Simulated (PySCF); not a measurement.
CH2Cl2, SMILES ClCCl.

Geometry: PBE-D3(BJ)/def2-TZVP.

Calculation: PBE-D3(BJ)/def2-TZVP (PySCF).

Frequencies are harmonic and unscaled.

### Question
List the normal modes with their intensities. (An estimate is asked for; the answer gives what the named calculation found.)

### Answer

| mode | ν (cm⁻¹) | IR (km/mol) | moving atoms (share of kinetic energy) |
|---|---|---|---|
| 1 | 272 | 0.4 | Cl 87 %, C 11 % |
| 2 | 694 | 10.9 | C 64 %, Cl 29 % |
| 3 | 708 | 153.7 | C 73 %, Cl 22 % |
| 4 | 871 | 2.0 | H 72 %, C 26 % |
| 5 | 1128 | 0.0 | H 99 % |
| 6 | 1235 | 37.0 | H 91 %, C 8 % |
| 7 | 1409 | 0.1 | H 93 % |
| 8 | 3040 | 7.7 | H 95 % |
| 9 | 3116 | 0.0 | H 89 %, C 11 % |
